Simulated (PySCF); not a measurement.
**Do core-level shifts follow atomic charges?**

Species: C₅H₁₂N (charge +1).
Z-matrix (Å and degrees, PBE0-D3(BJ)/def2-SVP geometry), rows numbered from 1:
```
C 
C   1  1.3323
C   2  1.4957  1  127.53
N   3  1.4964  2  113.87  1   -12.56
C   4  1.4865  3  111.93  2   159.56
C   4  1.4895  3  112.13  2   -74.12
H   1  1.0922  2  120.52  3  -177.64
H   1  1.0966  2  124.43  3     2.58
H   2  1.0950  1  119.25  3   177.53
H   3  1.1013  2  111.56  1  -133.80
H   3  1.1020  2  109.98  1   107.71
H   4  1.0281  3  106.13  2    42.83
H   5  1.0969  4  109.31  3   -59.70
H   5  1.0969  4  109.17  3   179.90
H   5  1.0974  4  108.69  3    60.21
H   6  1.0972  4  108.32  3   -69.07
H   6  1.0969  4  109.14  3   171.41
H   6  1.0957  4  109.20  3    50.69
```

Binding energies: delta-SCF UKS SCAN, pcX-2 on the ionised atom, pcseg-1 elsewhere, spin-free X2C in PySCF. Charges: PBE0/pcSseg-1 ground-state density, for the ionised atom.

```tsv
atom	environment	C 1s (eV)	Mulliken (e)	IAO (e)	Hirshfeld (e)	ESP (e)
C1	terminal =CH2 carbon	294.81	-0.169	-0.295	-0.069	-0.432
C2	alkene CH carbon	295.31	-0.248	-0.157	-0.028	-0.149
C3	sp3 carbon bound to nitrogen	297.20	-0.024	-0.168	+0.017	-0.069
C5	N-methyl carbon	297.30	-0.134	-0.317	-0.016	-0.510
```

Question: Give the correlation coefficient and slope of binding energy on charge for each scheme.

Answer: Hirshfeld: r = 0.85, slope 30.6 eV per e; Mulliken: r = 0.72, slope 10.0 eV per e; ESP: r = 0.06, slope 0.4 eV per e; IAO: r = -0.03, slope -0.4 eV per e. Hirshfeld charges have the highest r, on only 4 points.

Question: The point-charge model writes a binding energy as kq + V + constant, with V the potential of the other atoms' charges at the site. What does it give with the IAO charges?

Answer: V = Σ 14.40 eV Å × q/r over all other atoms: +7.61 eV at C1, +5.38 eV at C2, +7.85 eV at C3, +10.94 eV at C5. Fitting binding energy − V to q gives k = 20.2 eV per e and leaves an rms residual of 0.19 eV, against 1.11 eV for the fit on q alone. The model has no term for differences in relaxation between sites.

The species carries charge +1, so core ionisation leaves charge +2. Isolated species at its PBE0-D3(BJ)/def2-SVP geometry (one conformer only).
